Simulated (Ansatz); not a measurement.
Geometry optimisation, RKS PBE/STO-3G (Ansatz).

Input:

```yaml
crystal:
  periodic: [false, false, false]
  atoms:
    - { symbol: C, position_ang: [-1.0129, -0.2826, -0.9667] }
    - { symbol: C, position_ang: [0.002, -0.3542, 0.0868] }
    - { symbol: O, position_ang: [0.69224, 0.85354, 0.08296] }
    - { symbol: F, position_ang: [0.93229, -1.26532, -0.14795] }
    - { symbol: C, position_ang: [-0.61562, -0.59334, 1.45471] }
    - { symbol: "N", position_ang: [-0.253, -1.58833, 2.24757] }
    - { symbol: H, position_ang: [-1.7378, 0.5708, -0.7426] }
    - { symbol: H, position_ang: [-0.5841, -0.0289, -1.9703] }
    - { symbol: H, position_ang: [-1.628, -1.1528, -1.0073] }
    - { symbol: H, position_ang: [1.60298, 0.60316, 0.46411] }
    - { symbol: H, position_ang: [-1.37936, 0.06796, 1.8] }
    - { symbol: H, position_ang: [0.50725, -2.13431, 1.79669] }
basis:
  gaussian: { orbitals: STO-3G }
hamiltonian:
  xc: pbe
relax:
  f_tol: 0.015
  max_steps: 40
output:
  orbitals: {}
```

Launched with:

```bash
$ ansatz run input.yaml --threads 1 --pin off --max-ram 2048MiB --backend cpu --events-out ev --progress --plain --runs-dir out
```

Task: Where does it end, and by what steps?

Result: It converged. The force dipped under the threshold on the way, but the program's further checks kept it going. Limits of this set-up: minimal basis. After 15 steps the energy has fallen by 1.280 eV; H10 moved furthest, 0.49 Å.

```json
{"step": "0", "energy less start (eV)": "0.0000", "largest force component (eV/Å)": "5.107", "accepted": "yes"}
{"step": "1", "energy less start (eV)": "-0.9909", "largest force component (eV/Å)": "1.301", "accepted": "yes"}
{"step": "2", "energy less start (eV)": "-0.9963", "largest force component (eV/Å)": "2.037", "accepted": "yes"}
{"step": "3", "energy less start (eV)": "-1.1713", "largest force component (eV/Å)": "0.853", "accepted": "yes"}
{"step": "4", "energy less start (eV)": "-1.2204", "largest force component (eV/Å)": "0.361", "accepted": "yes"}
{"step": "5", "energy less start (eV)": "-1.2417", "largest force component (eV/Å)": "0.892", "accepted": "yes"}
{"step": "6", "energy less start (eV)": "-1.2622", "largest force component (eV/Å)": "0.561", "accepted": "yes"}
{"step": "7", "energy less start (eV)": "-1.2101", "largest force component (eV/Å)": "0.813", "accepted": "no"}
{"step": "8", "energy less start (eV)": "-1.2753", "largest force component (eV/Å)": "0.081", "accepted": "yes"}
{"step": "9", "energy less start (eV)": "-1.2769", "largest force component (eV/Å)": "0.168", "accepted": "yes"}
{"step": "10", "energy less start (eV)": "-1.2787", "largest force component (eV/Å)": "0.033", "accepted": "yes"}
{"step": "11", "energy less start (eV)": "-1.2791", "largest force component (eV/Å)": "0.012", "accepted": "yes"}
{"step": "12", "energy less start (eV)": "-1.2794", "largest force component (eV/Å)": "0.027", "accepted": "yes"}
{"step": "13", "energy less start (eV)": "-1.2795", "largest force component (eV/Å)": "0.040", "accepted": "yes"}
{"step": "14", "energy less start (eV)": "-1.2798", "largest force component (eV/Å)": "0.016", "accepted": "yes"}
{"step": "15", "energy less start (eV)": "-1.2798", "largest force component (eV/Å)": "0.009", "accepted": "yes"}
```

```xyz
12
Properties=species:S:1:pos:R:3
C -1.069 -0.278 -1.034
C 0.018 -0.357 0.095
O 0.860 0.831 -0.040
F 0.820 -1.555 -0.066
C -0.564 -0.550 1.559
N -0.169 -1.609 2.240
H -1.777 0.542 -0.810
H -0.586 -0.079 -2.010
H -1.627 -1.231 -1.090
H 1.395 0.813 0.850
H -1.252 0.217 1.972
H 0.478 -2.048 1.432
```

Whether the end is a true minimum wasn't checked by a vibrational analysis.

Run time: 44 s on 1 thread of Arm Neoverse V2 (shared host), peak memory 0.14 GiB.
